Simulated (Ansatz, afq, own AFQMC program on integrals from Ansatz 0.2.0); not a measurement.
AFQMC on a folder of integrals that Ansatz 0.2.0 wrote.

```yaml
crystal:
  periodic: [false, false, false]
  atoms:
    - {symbol: N, position_ang: [0.000000, -0.059009, 0.726911]}
    - {symbol: O, position_ang: [0.000000, 0.100344, -0.573400]}
    - {symbol: H, position_ang: [0.000000, -0.772778, -0.999631]}
basis:
  gaussian: {orbitals: cc-pVDZ}
magnetization: {spin_polarized: true, initial_magnetization: 2}
correlation: {method: ccsd_t, electrons: outside_noble_gas, hamiltonian_folder: ham}
```

```sh
$ ansatz run in.yaml --threads 1 --pin off --events-out ev --progress --plain --max-ram 1382MiB
```

Options of the walk:

```
--method phaseless --trial cisd --walkers 60 --populations 1 --least-time 40 --time-step 0.005 --steps-per-block 50 --equilibration-blocks 28 --max-blocks 300 --target-error 0.00042 --factor-cut 1e-05 --start spin_pure --seed 3519 --release-times 0.24,0.51,0.99,1.62,2.4 --release-step 0.03 --release-every 4 --taylor-order 6
```

Times are imaginary, in 1/Eh. The walk had a cap of 820 s.

```
orbitals 31  electrons 7 5  factors 231 of 312
reference energy -129.81385234 Eh
CCSD correlation -0.31240989 Eh in 13 cycles, weight of the determinant in the CISD state 0.9042
energy of the start -130.125591 Eh
 block  time / (1/Eh)  mean weight  energy / Eh
     1     0.250  1.0007  -130.123866
     2     0.500  0.9977  -130.132139
     3     0.750  1.0010  -130.130233
     4     1.000  1.0002  -130.135830
     5     1.250  0.9980  -130.133221
     9     2.250  0.9995  -130.130100
    33     8.250  1.0016  -130.131324
    41    10.250  0.9982  -130.150168
    65    16.250  1.0009  -130.135258
    97    24.250  0.9985  -130.129929
   129    32.250  1.0026  -130.138666
   161    40.250  0.9981  -130.131079
   193    48.250  0.9990  -130.133072
   225    56.250  0.9974  -130.132314
   257    64.250  1.0002  -130.135496
   265    66.250  1.0025  -130.127310
   289    72.250  0.9991  -130.135511
   321    80.250  1.0002  -130.139028
blocks merged  error / Eh  count
     1  0.000312  300
     2  0.000359  150
     4  0.000380  75
     8  0.000404  37
    16  0.000421  18
    32  0.000316  9
released: time / (1/Eh)  energy / Eh  error  mean overlap
  0.24  -130.135169  0.000556  0.9928
  0.51  -130.134720  0.000459  1.0035
  0.99  -130.136062  0.000536  0.9794
  1.62  -130.135153  0.000727  0.9702
  2.40  -130.136149  0.000959  0.9638
energy -130.133913 +/- 0.000421 Eh
(rows thinned)
```

Estimate how long the walk took on 1 thread of Arm Neoverse V2, on a shared host.

4.6 min of wall time.

The run passed its tests (sampling time, drift between the halves within three errors, error under three times the target), which doesn't prove that it has relaxed.

Against this walk (error 11.4 meV) on the same determinant: CCSD(T) 9.7 meV higher (within the noise), CCSDT(Q) 29.1 meV lower. The error is statistical and leaves out the bias of the constraint. Released to 1.62 1/Eh the energy moves by -34 ± 23 meV (both errors), within twice the noise.

Cautions: constraint bias not in the error; lower spins were not checked.

CCSDT and higher add their correlation energy to the determinant of the CCSD(T) run, since their own runs factorise the integrals more tightly (a shift of under 2 meV). A walk keeps the symmetry of its determinant, which the program's search chose and which needn't be the lowest solution, so a lower state of the same spin and another symmetry isn't excluded.
